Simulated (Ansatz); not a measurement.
A made-up structure of CH3MgO, doublet:

| atom | x (Å) | y (Å) | z (Å) |
| --- | --- | --- | --- |
| C1 | -1.1554 | 0.2972 | -0.9976 |
| Mg2 | 0.3593 | -0.0944 | 0.3117 |
| O3 | 1.6636 | -0.4357 | 1.4449 |
| H4 | -1.0555 | 0.3271 | -2.0844 |
| H5 | -2.1894 | 0.5086 | -0.7181 |
| H6 | 0.8365 | -1.3848 | -0.7206 |

It is relaxed with PBE-D4/def2-SVP and then PBE0-D4/def2-TZVP (Ansatz 0.2.0). Atoms count as bonded within 1.22 times the sum of their covalent radii (H–H: 0.88 Å). The end point is not checked to be a true minimum.

Does its bonding change? (Judge from chemistry; the calculation decides.)

By the calculation: Yes. Formed: C1–H6; broken: Mg2–H6.

Where it ends: The first stage lowers the energy by 4.36 eV in 15 steps. It ends as CH₃MgO ([CH3][Mg][O]):
C1  (-0.815, -0.176, -1.034)
Mg2  (0.628, -0.057, 0.448)
O3  (1.931, 0.050, 1.786)
H4  (-0.665, 0.587, -1.803)
H5  (-1.821, -0.037, -0.627)
H6  (-0.798, -1.149, -1.533)
(Å)

Labels in which every atom is bracketed show which atoms are joined, not bond orders.

For scale, one of the runs: PBE0-D4/def2-TZVP relaxation, 112 basis functions, launched by `ansatz run in.yaml --threads 2 --pin off --events-out ev --progress --plain --max-ram 4352MiB`. The run took about 120 s on 2 CPU threads of an Arm Neoverse V2 (shared host).
